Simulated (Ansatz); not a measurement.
## AsH₂⁺: competing structures and spins

Ansatz 0.2.0, basis cc-pVTZ; geometries are PBE0/def2-TZVP minima. Wave-function levels freeze the cores with the filled d shells of p-block atoms; HF, MP2 and coupled cluster are restricted for singlets and unrestricted otherwise, restricted open-shell where a d shell is frozen, Kohn–Sham unrestricted where that lies lower. The reference is full CI, exact within the basis. Semilocal and hybrid functionals correlate all electrons outside any core potential and usually lie nearer their basis limit than the reference, so part of their error here is the reference's basis and frozen-core error; RPA and the MP2 part of double hybrids freeze the same cores as the reference. None of these values is a measured one. Energies are electronic, without zero-point terms. No spin–orbit coupling and no scalar relativity. The species are chosen: bound, without strong static correlation by their natural occupations or amplitudes, and with a ladder that closes on the reference, so errors are smaller than for species at large; levels whose determinant breaks symmetry or spin markedly are left out.

A. triplet; As–H 1.511, angle at As 122°. Coordinates (Å): As 0.000 -0.019 0.000; H 0.000 0.710 -1.324; H 0.000 0.710 1.324
B. singlet; As–H 1.530, angle at As 91°. Coordinates (Å): As 0.000 -0.028 0.000; H 0.000 1.045 -1.091; H 0.000 1.045 1.091

Question: From bonding and spin, estimate the order of these in energy at full CI, each at its own geometry.

Answer: At full CI, above the lowest of those listed: B (0.000 eV), A (0.931 eV).

```csv
level,A less B (eV)
full CI,0.931
HF,0.382
MP2,0.791
CCSD,0.924
CCSD(T),0.930
CCSDT,0.928
PBE,0.901
wB97M-V,0.984
RPA-PBE,1.034
```

Every level shown puts the same form lowest.

The geometries are PBE0's, not this basis's own minima.
